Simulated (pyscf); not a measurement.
Optimised with ωB97X-D3(BJ)/def2-SVP in PySCF.

Problem. Estimate the classical barrier height and the reaction energy of `[NH2][GaH2]` → `[NH3]` + `[GaH]` [singlet] at PBE/def2-TZVP. The step runs on the singlet surface, breaks Ga–N, Ga–H and forms H–N; take the reactant's lowest minimum found as zero.

Solution. ΔE‡ = 2.38 eV, ΔE = +1.18 eV. CCSD(T)/def2-TZVPP + ΔMP2(QZVPP) gives 2.81 eV and +1.30 eV. Zero-point energy shifts the barrier by -0.06 eV. It is a 1,1-elimination, with an imaginary mode of 1545i cm⁻¹. On the product side the descent ends in a bound adduct, 0.60 eV under the separated species and 2.19 eV under the saddle at ωB97X-D3(BJ)/def2-TZVP. At ωB97X-D3(BJ) the barrier from the zero used here is 3.00 eV. This is the saddle that the search found; another between the same sides may lie lower. The CCSD(T) − MP2 part came from Ansatz, without density fitting, on the same reference. The frozen core leaves the outer d or s,p core shells of the metals and heavy elements correlated in the MP2 and CC values, and def2-TZVPP describes them poorly, which can shift differences by a few kcal/mol. Elements up to Kr have no core potential and no relativistic terms here.
